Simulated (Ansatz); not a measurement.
`CC1(O)C=N1` + H₂O → `OC1(O)C=N1` + CH₄ at 600 K and 1 bar (formal hydrolysis of a C–C bond).

Calculated with Ansatz (gas phase, PBE0-D4/def2-TZVP geometries, no zero-point term in ΔE). CCSD(T)/CBS is the MP2 limit (def2-TZVPP, def2-QZVPP) plus CCSD(T) − MP2 in def2-TZVPP, frozen cores. This one scheme is used for every species. Each species was taken in one conformer, which may not be the lowest.

| species | CCSD(T)/CBS energy (Eh) | H − E (kJ/mol) | S (J/(mol·K)) |
| --- | --- | --- | --- |
| `CC1(O)C=N1` | -246.96178 | 255.6 | 380.3 |
| H₂O | -76.37941 | 76.8 | 212.8 |
| `OC1(O)C=N1` | -282.87122 | 189.7 | 364.2 |
| CH₄ | -40.46206 | 140.4 | 215.7 |

H − E and S are ideal-gas, rigid-rotor, harmonic terms from PBE0-D4/def2-TZVP, for one conformer and one mirror image of each species. 1 Eh = 2625.50 kJ/mol, R = 8.31446 J/(mol·K).

Problem. By hand: ΔE, ΔH, ΔS and ΔG.

Solution. ΔE = (-282.87122) + (-40.46206) − (-246.96178) − (-76.37941) = 0.00791 Eh = 20.8 kJ/mol. Δ(H − E) = 189.7 + 140.4 − 255.6 − 76.8 = -2.3, so ΔH = 18.5 kJ/mol. ΔS = 364.2 + 215.7 − 380.3 − 212.8 = -13.2 J/(mol·K). ΔG = 18.5 − 600 × (-13.2)/1000 = 26.4 kJ/mol.

Problem. By hand: the equilibrium constant, and the temperature at which ΔG would vanish if ΔH and ΔS stayed fixed.

Solution. log₁₀ K = −ΔG/(RT ln 10) = -2.3. ΔH and −TΔS have one sign here, so there is no such temperature.

TΔS isn't small against ΔH here. A doubt of 5 kJ/mol in ΔE shifts log₁₀ K by 0.4 here. Other conformers and mirror images would add mixing entropy, several J/(mol·K) or more a flexible species. These are equilibria of isolated gas molecules and say nothing of rates. Largest T1 diagnostic: 0.012 (customary marks: 0.02 for closed shells, 0.045 for open ones).
